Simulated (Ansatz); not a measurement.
**PH2 (doublet): from Hartree-Fock to the top rungs, aug-cc-pVTZ**

How much of the correlation energy of PH2 (doublet) does each wave-function method recover here?

Method: aug-cc-pVTZ, core rule «outside noble gas», up to 5 orbitals frozen; program: Ansatz 0.2.0, Gaussian basis.

To be run: UHF; CCSD(T) on ROHF; CCSD(T) on UHF; BCCD(T) on ROHF; CCSDT(Q) on ROHF; CCSDT(Q) on UHF; CASSCF and MRCISD+Q, 7 electrons in 6 orbitals; CASSCF and NEVPT2, 7 electrons in 6 orbitals.

3 further runs of the same task are left out: 3 set aside as unsound or not needed.

### Step 1. What is computed

The geometry is a PBE0/def2-TZVPD stationary point (not a proven minimum) of the parent state, kept for this charge and spin.

3 atoms, charge 0, spin multiplicity 2.

Atoms are counted from 1 here; the program's logs count them from 0.

Bond lengths: P1–H2 1.436 Å, P1–H3 1.436 Å. Angles: H2–P1–H3 91.6°.

### Step 2. UHF

File in.yaml:

```yaml
crystal:
  periodic: [false, false, false]
  atoms:
    - {symbol: P, position_ang: [0.000000, -0.061164, 0.000000]}
    - {symbol: H, position_ang: [0.000000, 0.939781, -1.030106]}
    - {symbol: H, position_ang: [0.000000, 0.939781, 1.030106]}
basis:
  gaussian: {orbitals: aug-cc-pVTZ}
magnetization: {spin_polarized: true, initial_magnetization: 1}
hamiltonian: {xc: hf}
output: {orbitals: {seedname: orbitals}}
```

The run is started by

```sh
ansatz run in.yaml --threads 1 --pin off --events-out ev --progress --plain --max-ram 4096MiB --backend cpu
```

Further steps of the session: CCSD(T) on ROHF; CCSD(T) on UHF; BCCD(T) on ROHF; CCSDT(Q) on ROHF; CCSDT(Q) on UHF; CASSCF and MRCISD+Q, 7 electrons in 6 orbitals; CASSCF and NEVPT2, 7 electrons in 6 orbitals.

Before running them: what should the planned runs give, taken together? Wanted: UCCSDT(Q) below the RHF energy; RMP2 from UCCSDT(Q); UMP2 from UCCSDT(Q); RCCSD from UCCSDT(Q); RCCSD(T) from UCCSDT(Q); UCCSD(T) from UCCSDT(Q); RCCSDT(Q) from UCCSDT(Q); NEVPT2 valence from UCCSDT(Q); MRCISD+Q valence from UCCSDT(Q).

**Answer**, as computed:

| quantity | value |
| --- | --- |
| UCCSDT(Q) below the RHF energy | -4.8824 eV |
| RMP2 from UCCSDT(Q) | +892.5 meV |
| UMP2 from UCCSDT(Q) | +921.6 meV |
| RCCSD from UCCSDT(Q) | +199.6 meV |
| RCCSD(T) from UCCSDT(Q) | +31.8 meV |
| UCCSD(T) from UCCSDT(Q) | +31.9 meV |
| RCCSDT(Q) from UCCSDT(Q) | +0.9 meV |
| NEVPT2 valence from UCCSDT(Q) | +940.2 meV |
| MRCISD+Q valence from UCCSDT(Q) | +25.4 meV |
| levels within 1 kcal/mol (43 meV) | RCCSD(T), UCCSD(T), BCCD(T), RCCSDT, UCCSDT, RCCSDT(Q), MRCISD+Q valence |
| T1 diagnostic | 0.020 |
| effectively unpaired electrons | 1.01 |

**Reading.** RCCSD(T) lands +31.8 meV from the yardstick (0.7 % of the correlation energy). One determinant dominates. Of the multireference levels listed MRCISD+Q valence comes nearest in total energy (+25.4 meV), which doesn't show that its space is the better one. These misses are within one basis, not against nature; the frozen cores of restricted and unrestricted runs differ, which can shift their rows.
